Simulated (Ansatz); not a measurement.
Basis-set series for `CC(O)SP`. Charge 0, multiplicity 1. The structure was optimised at the PBE0-D4/def2-TZVP level. It is one conformer, not always the lowest.

```tsv
functional	basis	functions	energy (Eh)	HOMO (eV)	LUMO (eV)
PBE0-D4	def2-TZVPP	275	-894.84923	-7.12	-0.05
PBE0-D4	def2-QZVPP	521	-894.88098	-7.15	-0.20
ωB97M-V	def2-TZVPP	275	-895.17102	-9.31	1.82
ωB97M-V	def2-QZVPP	521	-895.20153	-9.35	1.46
```

(1) Give the rows for def2-SVP. (Estimate.)

Results:

(1) The calculation gave: 
```tsv
functional	basis	functions	energy (Eh)	HOMO (eV)	LUMO (eV)
PBE0-D4	def2-SVP	113	-894.40931	-7.01	0.32
ωB97M-V	def2-SVP	113	-894.72426	-9.18	2.41
```

Positive LUMOs are unbound and depend on the basis.

Program: Ansatz 0.2.0.
